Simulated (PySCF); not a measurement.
# Badger's rule along the third period: bonds to H

CCSD(T) in PySCF with x2c-TZVPPall on every atom, spin-free X2C, for the lowest determinant that a PBE0 search found; no spin–orbit coupling. Badger's rule says that Re = d + c·k^(−1/3) for bonds between atoms of fixed rows.

```tsv
molecule	state (unpaired electrons)	Re (Å)	k (mdyn/Å)
HCl	singlet (closed shell)	1.273	5.25
SH	doublet (π ↑)	1.341	?
PH	triplet (π ↑↑)	1.425	?
MgH	doublet (σ ↑)	1.731	?
NaH	singlet (closed shell)	1.877	0.788
```

**Question.** Fix c and d from HCl and NaH.

**Answer.** c = (1.877 − 1.273)/(0.788^(−1/3) − 5.25^(−1/3)) = 1.191, d = 1.273 − c·5.25^(−1/3) = 0.588 Å.

**Question.** Predict k of the others and set the computed values beside them.

**Answer.** 

```tsv
molecule	k by the rule	k computed	difference (%)
SH	3.95	4.20	-6
PH	2.88	3.20	-10
MgH	1.13	1.25	-9
```

The rule misses by 8 % on average, well for two fitted constants.

Correlated steps freeze the inner cores (1 to 5 orbitals); shallow outer-core shells are correlated. States were picked by a PBE0 search and need not be the measured ground states.
